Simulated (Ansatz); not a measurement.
Conformers of C₄H₁₀O₂ (`CC(O)CCO`), each relaxed with PBE0-D4/def2-TZVP in Ansatz. CBS adds the triple-zeta coupled-cluster correction to the MP2 limit.

Not all of them had a frequency check.

Conformer A:

```xyz
16

C    -0.791   -0.494    1.922
C    -0.511    0.248    0.635
O    -1.672    0.152   -0.165
C     0.715   -0.296   -0.086
C     1.102    0.496   -1.320
O     0.093    0.506   -2.324
H    -0.951   -1.556    1.718
H    -1.693   -0.099    2.392
H     0.041   -0.393    2.622
H    -0.316    1.308    0.876
H    -1.435    0.474   -1.044
H     0.533   -1.344   -0.354
H     1.569   -0.289    0.602
H     1.256    1.547   -1.058
H     2.046    0.123   -1.735
H     0.014   -0.384   -2.679
```

Conformer B:

Cartesian coordinates in Å:
```
C -1.330 -1.485 -0.674
C -0.851 -0.090 -0.322
O -1.610 0.457 0.746
C 0.640 -0.054 -0.022
C 1.169 1.351 0.196
O 2.562 1.378 0.439
H -2.404 -1.480 -0.871
H -0.816 -1.867 -1.559
H -1.134 -2.179 0.150
H -1.055 0.579 -1.166
H -1.555 -0.152 1.489
H 1.193 -0.518 -0.845
H 0.834 -0.665 0.871
H 1.016 1.946 -0.709
H 0.612 1.841 1.002
H 2.730 0.939 1.276
```

(1) Which is lowest in electronic energy at CCSD(T)/CBS (frozen core, def2 sets), and by how much? (An estimate is asked.)

(2) Give the energies relative to A (kJ/mol) with B3LYP-D4/def2-TZVPP, B2PLYP/def2-TZVPP, PBE/def2-TZVPP, B3LYP/def2-TZVPP, MP2/def2-TZVPP, MP2/def2-QZVPP, CCSD/CBS(def2). (An estimate is asked.)

Results:

(1) Ansatz gave: A; B lies 12.6 kJ/mol higher.

(2) Computed: 
| level | B |
| --- | --- |
| B3LYP-D4/def2-TZVPP | 13.4 |
| B2PLYP/def2-TZVPP | 12.3 |
| PBE/def2-TZVPP | 13.0 |
| B3LYP/def2-TZVPP | 11.3 |
| MP2/def2-TZVPP | 13.5 |
| MP2/def2-QZVPP | 13.2 |
| CCSD/CBS(def2) | 11.4 |

B3LYP here is the variant with VWN-RPA as its local correlation; programs differ in this.
